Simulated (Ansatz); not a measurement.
**Al2H2 (triplet): from Hartree-Fock to the top rungs, def2-TZVPP**

One table from this session's results is given with a row withheld; the runs are named, their logs left out.

Program: Ansatz 0.2.0, Gaussian basis. Level of theory: def2-TZVPP, core rule «outside noble gas», up to 10 orbitals frozen. These are calculated values, not measurements.

The runs, in order: UHF; ROHF; CCSD(T) on UHF.

2 further runs of the same task are left out: 2 set aside as unsound or not needed.

### The system

The geometry is a PBE0/def2-TZVP stationary point (not a proven minimum) of the parent state, kept for this charge and spin.

4 atoms, charge 0, spin multiplicity 3.

Atoms are counted from 1 here; the program's logs count them from 0.

Bond lengths: Al1–Al2 2.635 Å, Al1–H3 1.622 Å, Al2–H4 1.622 Å. Angles: Al2–Al1–H3 120.2°, Al1–Al2–H4 120.2°.

The first run:

The input, in.yaml:

```yaml
crystal:
  periodic: [false, false, false]
  atoms:
    - {symbol: Al, position_ang: [0.000000, -0.153504, 1.308389]}
    - {symbol: Al, position_ang: [0.000000, 0.153504, -1.308389]}
    - {symbol: H, position_ang: [0.000000, 1.143898, 2.282516]}
    - {symbol: H, position_ang: [0.000000, -1.143898, -2.282516]}
basis:
  gaussian: {orbitals: def2-TZVPP}
magnetization: {spin_polarized: true, initial_magnetization: 2}
hamiltonian: {xc: hf}
output: {orbitals: {seedname: orbitals}}
```

On the command line:

```console
> ansatz run in.yaml --threads 1 --pin off --events-out ev --progress --plain --max-ram 4096MiB --backend cpu
```

Steps of the session up to this table: UHF; ROHF; CCSD(T) on UHF.

One table of the session follows, with a row left open; its other results are not shown here.

```
  method  from UCCSD(T) (meV)
    ROHF                    ?
     UHF              +4260.9
    UMP2              +1139.3
   UCCSD               +179.6
UCCSD(T)                    0
```

Estimate the missing values for ROHF.

The run gave: from UCCSD(T) (meV): +4400.9. In the column «from UCCSD(T) (meV)» it is the highest.

To keep in mind: Warnings: spin contamination; coupled cluster took another determinant than the lowest.
